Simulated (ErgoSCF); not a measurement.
**CH3F (fluoromethane) at 6 levels**

We compute a comparison of 6 runs (HF/3-21G, HF/def2-SVP, B3LYP/6-31G*, CAM-B3LYP/def2-SVP, PBE0/def2-SVP, BP86/def2-TZVP) of CH3F (fluoromethane). 

Program for the calculation: ErgoSCF 3.8.

**1. The structure to begin with**

CH3F: 5 atoms, total charge 0, spin state singlet. As SMILES, `CF`. The coordinates come from a PBE0-D4/def2-TZVP relaxation.

Bond lengths: C1–F2 1.376 Å, C1–H3 1.092 Å, C1–H4 1.092 Å, C1–H5 1.092 Å. Angles: F2–C1–H3 109.1°, F2–C1–H4 109.1°, F2–C1–H5 109.1°, H3–C1–H4 109.9°, H3–C1–H5 109.9°, H4–C1–H5 109.9°.

**2. A single-point energy at HF/3-21G (run 1)**

The input, geom.xyz:

```xyz
5

C     -0.050700     0.032900     0.007800
F      1.094100    -0.710500    -0.168600
H     -0.918700    -0.626900    -0.058000
H     -0.104800     0.796000    -0.772000
H     -0.019800     0.508500     0.990700
```

The input, ergo.in:

```
set_nthreads(1)
molecule "geom.xyz"
scf.max_number_of_iterations = 120
tmpdir = "."
scf.use_diagonalization = 1
scf.output_mulliken_pop = 1
basis = "3-21G"
run "HF"
```

The basis set 3-21G is read from a file made from the Basis Set Exchange's data (not shown).

Run with:

```bash
$ ergo < ergo.in
```

The log of the run:

```text
[...]
INSC SCF_general constructor, number of basis functions: 24
[...]
INSC Energy   1 =        -84.68652149566
[...]
INDE E_LUMO =          0.27594200461
[...]
INSC Energy  16 =       -138.28092433892  ( diff     -0.000000000000682 )
[...]
RESC CONVERGED after  16 iterations.
RESC FINAL ENERGY:       -138.28092433892
[...]
INSC SCF: dipole_moment_x [atomic units] =      -0.72948405
INSC SCF: dipole_moment_y [atomic units] =       0.47367720
INSC SCF: dipole_moment_z [atomic units] =       0.11240785
[...]
```

Run time: 0.86 s. Hardware: 1 thread of Arm Neoverse V1, shared host; peak memory 0.26 GiB.

**3. The energy at HF/def2-SVP (run 2)**

The input, molecule.xyz:

```xyz
5

C     -0.050700     0.032900     0.007800
F      1.094100    -0.710500    -0.168600
H     -0.918700    -0.626900    -0.058000
H     -0.104800     0.796000    -0.772000
H     -0.019800     0.508500     0.990700
```

The input, input.ego:

```
set_nthreads(1)
molecule "molecule.xyz"
tmpdir = "."
charge = 0
scf.output_mulliken_pop = 1
scf.use_diagonalization = 1
scf.max_number_of_iterations = 120
basis = "def2-SVP"
run "HF"
```

The basis set def2-SVP is read from a file made from the Basis Set Exchange's data (not shown).

Run with:

```bash
$ ergo input.ego
```

The log of the run:

```text
[...]
INSC SCF_general constructor, number of basis functions: 43
[...]
INSC Energy   1 =        -50.30505572395
[...]
INDE E_LUMO =          0.18636811876
[...]
INSC Energy  16 =       -138.92954854380  ( diff     -0.000000000013358 )
[...]
RESC CONVERGED after  16 iterations.
RESC FINAL ENERGY:       -138.92954854380
[...]
INSC SCF: dipole_moment_x [atomic units] =      -0.70150840
INSC SCF: dipole_moment_y [atomic units] =       0.45551607
INSC SCF: dipole_moment_z [atomic units] =       0.10809415
[...]
```

It took 3.9 s on 1 thread of Arm Neoverse V1, shared host; peak memory 0.26 GiB.

Runs 3 to 5 aren't shown in full; the table further down has their settings and results.

**4. A single-point energy at BP86/def2-TZVP (run 6)**

The input, run.inp:

```
set_nthreads(1)
scf.max_number_of_iterations = 120
scf.output_mulliken_pop = 1
XC.sparse_mode = 0
scf.use_diagonalization = 1
basis = "def2-TZVP"
tmpdir = "."
charge = 0
XC.radint = 1e-11
XC.angint = 41
molecule_inline
C  -0.09580911 0.06217199 0.01473986
F  2.06754935 -1.34265041 -0.31860782
H  -1.73609139 -1.18466931 -0.10960412
H  -0.19804330 1.50422200 -1.45886857
H  -0.03741658 0.96092573 1.87215167
EOF
run "BP86"
```

The basis set def2-TZVP is read from a file made from the Basis Set Exchange's data (not shown).

Run with:

```bash
$ ergo run.inp
```

The log of the run:

```text
[...]
INDF Weighted mixed functional:
[...]
INSC Energy   1 =        -36.22478614593
[...]
INDE E_LUMO =          0.03354641446
[...]
INSC Energy  26 =       -139.79990367619  ( diff     -0.000000000001137 )
[...]
RESC CONVERGED after  26 iterations.
RESC FINAL ENERGY:       -139.79990367619
[...]
INSC SCF: dipole_moment_x [atomic units] =      -0.55545774
INSC SCF: dipole_moment_y [atomic units] =       0.36067583
INSC SCF: dipole_moment_z [atomic units] =       0.08559064
[...]
```

Wall time 29 s (1 thread of Arm Neoverse V1, shared host); peak memory 0.26 GiB.

**5. All runs side by side**

```
run                               level  integration grid  radint  energy (Eh)  dipole moment (D)  wall time
  1                            HF/3-21G                 –       –  -138.280924               2.23     0.86 s
  2                         HF/def2-SVP                 –       –  -138.929549               2.14      3.9 s
  3  B3LYP/6-31G* (spherical functions)             Turbo   1e-11  -139.731824               1.69      5.4 s
  4                  CAM-B3LYP/def2-SVP             Turbo   1e-11  -139.579385               1.81      5.7 s
  5                       PBE0/def2-SVP             Turbo   1e-11  -139.482794               1.81      5.7 s
  6                      BP86/def2-TZVP             Turbo   1e-11  -139.799904               1.70       29 s
```

**6. Summary of results**

| quantity | value |
| --- | --- |
| run 6: total energy | -139.79990 Eh |
| run 6: dipole moment | 1.70 D |

**Reading.** The dipole moment (its size) runs from 1.69 D (B3LYP/6-31G*) to 2.23 D (HF/3-21G). The two ends differ in method and basis. Totals of different functionals can't be ranked against each other. All runs together took 50 s, the longest 29 s.
